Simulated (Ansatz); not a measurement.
Cohesive energy (eV/atom) along a series of related solids, from PBE-D3(BJ) (Ansatz, a first-principles code, plane waves, PAW); rVV10 in Ansatz (PAW); HSE06 in Ansatz (plane waves, PAW).

```tsv
solid	PBE-D3(BJ)	rVV10	HSE06	measured
rock-salt MgO	5.28	5.14	4.92	5.2
rock-salt CaO	5.73	5.69	5.26	5.53
rock-salt SrO	5.33	5.33	4.91	5.23
rock-salt BaO	5.25	5.30	4.80	5.08
```

HSE06 less measured, from the printed values: rock-salt MgO -0.28 eV/atom, rock-salt CaO -0.27 eV/atom, rock-salt SrO -0.32 eV/atom, rock-salt BaO -0.28 eV/atom.

A member of the series is missing where a level wasn't run or failed, where a doubt is noted on the run or the magnetic state, for phases of high temperature or layered ones, and where values are held back for tests.

Spin–orbit coupling is left out, also for the solids with elements from indium on (rock-salt BaO); its size isn't shown.

Free atoms are spin-polarised, in the lowest state found; at levels without +SOC their spin–orbit coupling is left out. Each level is taken at its own relaxed cell. Ansatz's density-functional and Hartree–Fock values are scalar-relativistic unless marked +SOC, with PAW data made under PBE.

Measured values are for low temperature or corrected to a static lattice. References as tabulated in Mejia-Rodriguez and Trickey (2018), arXiv:1807.09216. Worked out here from the CRC Handbook's enthalpies at 298 K, with a Debye model for the thermal and zero-point parts: CaO, SrO, BaO.
